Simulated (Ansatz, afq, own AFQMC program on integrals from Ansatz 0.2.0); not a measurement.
Integrals from Ansatz 0.2.0, then the random walk in our own AFQMC program (afq).

```yaml
crystal:
  periodic: [false, false, false]
  atoms:
    - {symbol: Al, position_ang: [0.000000, 0.000000, 0.000000]}
    - {symbol: Al, position_ang: [0.000000, 0.000000, 4.791000]}
basis:
  gaussian: {orbitals: cc-pVDZ}
magnetization: {spin_polarized: false}
correlation: {method: ccsd_t, electrons: outside_noble_gas, hamiltonian_folder: ham}
```

```sh
$ ansatz run in.yaml --threads 1 --pin off --events-out ev --progress --plain --max-ram 24576MiB --backend cuda --devices 0, --max-vram 18GiB
```

afq runs on the folder ham with

```
--method phaseless --trial cisd --walkers 4000 --populations 20 --least-time 60 --time-step 0.005 --steps-per-block 50 --equilibration-blocks 40 --max-blocks 4000 --target-error 0.00029 --factor-cut 1e-05 --seed 6752 --release-times 0.24,0.51,0.99,1.62,2.4 --release-step 0.03 --release-every 3 --taylor-order 6
```

Times are imaginary, in 1/Eh. The walk had a cap of 122 s. With eight or more populations the least sampling time is a fifth of least-time, and the error comes from their spread.

```
orbitals 26  electrons 3 3  factors 153 of 364
reference energy -483.70263891 Eh
CCSD correlation -0.13412450 Eh in 15 cycles, weight of the determinant in the CISD state 0.7256
energy of the start -483.836758 Eh
 block  time / (1/Eh)  mean weight  energy / Eh
     1     0.250  0.9999  -483.835196
     2     0.500  1.0001  -483.834642
     3     0.750  0.9999  -483.834648
     4     1.000  1.0001  -483.834993
     5     1.250  1.0000  -483.835529
     8     2.000  1.0001  -483.837313
    11     2.750  0.9999  -483.838679
    17     4.250  1.0000  -483.841300
    23     5.750  1.0000  -483.842771
    29     7.250  0.9999  -483.843976
    35     8.750  0.9999  -483.844014
    41    10.250  1.0001  -483.844766
    43    10.750  0.9999  -483.845997
    47    11.750  1.0000  -483.844813
    53    13.250  1.0000  -483.844210
    59    14.750  0.9999  -483.844943
    65    16.250  1.0001  -483.843653
    71    17.750  1.0000  -483.843313
    77    19.250  1.0000  -483.843664
    83    20.750  1.0000  -483.844371
    89    22.250  1.0001  -483.844790
    95    23.750  1.0001  -483.843946
    99    24.750  1.0000  -483.842298
error from the spread of 20 populations
released: time / (1/Eh)  energy / Eh  error  mean overlap
  0.24  -483.844777  0.000242  0.9989
  0.51  -483.845075  0.000211  0.9982
  0.99  -483.845375  0.000185  0.9989
  1.62  -483.845796  0.000138  1.0023
  2.40  -483.846332  0.000203  1.0022
energy -483.844404 +/- 0.000274 Eh
(rows thinned)
```

(1) Estimate how long the walk took on 1 × NVIDIA H100 80GB HBM3 with 2 threads of AMD EPYC 7R13 Processor (Zen 3) (shared host) (the card was shared).

The run passed its tests (sampling time, drift between the halves within three errors, error under three times the target), which doesn't prove that it has relaxed.

Against this walk (error 7.4 meV) on the same determinant: CCSD(T) 44.7 meV lower, CCSDT(Q) 119.9 meV lower, CCSDTQ 124.4 meV lower, full CI 125.9 meV lower. The error is statistical and leaves out the bias of the constraint. The released energies are still falling (meV from the phaseless value at times in 1/Eh: -10 ± 7 at 0.24, -18 ± 6 at 0.51, -26 ± 5 at 0.99, -38 ± 4 at 1.62, -52 ± 6 at 2.40), so they give no level; they do show a bias of the constraint, and the last of them that isn't too noisy lies 73 meV above full CI. Full CI is exact here, so the walk's 126 meV above it is the walk's own error: the bias of the constraint with this trial. The determinant is a poor start (see the cautions), so the low cluster orders aren't to be relied on, and full CI is the sure value.

Cautions: constraint bias not in the error; another spin lies lower; restricted determinant unstable towards unrestricted (UHF 1.25 eV lower, ⟨S²⟩ 1.03); strong correlation (T1 0.038, weight of the determinant 0.73, largest double 0.45); (T) is large, 7 % of the CCSD correlation; the CCSD(T) amplitudes may be one of several solutions (largest double 0.45); the CCSDT(Q) amplitudes may be one of several solutions (largest double 0.55); the CCSDTQ amplitudes may be one of several solutions (largest double 0.55).

Answers

(1) 27 s of wall time.

CCSDT and higher add their correlation energy to the determinant of the CCSD(T) run, since their own runs factorise the integrals more tightly (a shift of under 2 meV). A walk keeps the symmetry of its determinant, which the program's search chose and which needn't be the lowest solution, so a lower state of the same spin and another symmetry isn't excluded.
